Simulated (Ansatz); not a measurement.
# Fe (Fe, bcc): the cost of one run

Program: Ansatz 0.2.0. Level of theory: DFT RPBE, plane waves (420 eV) with PAW, scalar-relativistic; the PAW data stem from PBE, with regenerated cores. These are calculated values, not measurements.

### 1 The system as given

Symmetry: Im-3m, No. 229, cubic system. The conventional cell has a = 2.866 Å, b = 2.866 Å, c = 2.866 Å, α = 90.00°, β = 90.00°, γ = 90.00°. Fe (site symmetry m-3m) is surrounded by 8 Fe at 2.48 Å.

Coordinates:

```cif
data_structure
_symmetry_space_group_name_H-M 'P 1'
_symmetry_Int_Tables_number 1
_cell_length_a 2.4825
_cell_length_b 2.4825
_cell_length_c 2.4825
_cell_angle_alpha 109.471
_cell_angle_beta 109.471
_cell_angle_gamma 109.471
_cell_volume 11.78
loop_
_atom_site_label
_atom_site_type_symbol
_atom_site_fract_x
_atom_site_fract_y
_atom_site_fract_z
_atom_site_occupancy
Fe1 Fe 0.00000 0.00000 0.00000 1
```

### 2 Relaxing cell and atoms

The input, input.yaml:

```yaml
crystal:
  lattice:
    - [-1.43325, 1.43325, 1.43325]
    - [1.43325, -1.43325, 1.43325]
    - [1.43325, 1.43325, -1.43325]
  atoms:
    - { symbol: Fe, position: [0.0, 0.0, 0.0] }
hamiltonian:
  xc: rpbe
  pseudopotentials:
    kind: paw
    azcp:
      Fe: "pseudopotentials/Fe.paw.azcp"
basis:
  ecutwfc: 420
  fft_grid_basis: typed
kpoints:
  mp_grid: { grid: [15, 15, 15], shift: [0, 0, 0] }
magnetization:
  spin_polarized: false
scf:
  occupations: { method: fermi_dirac, width: 0.1 }
relax:
  max_steps: 60
  f_tol: 0.01
  cell: {}
```

**Question.** How long does this run take on 1 thread of an x86-64 CPU, shared host, and how much memory does it need?

About 12 s, with a peak of 0.5 GiB.
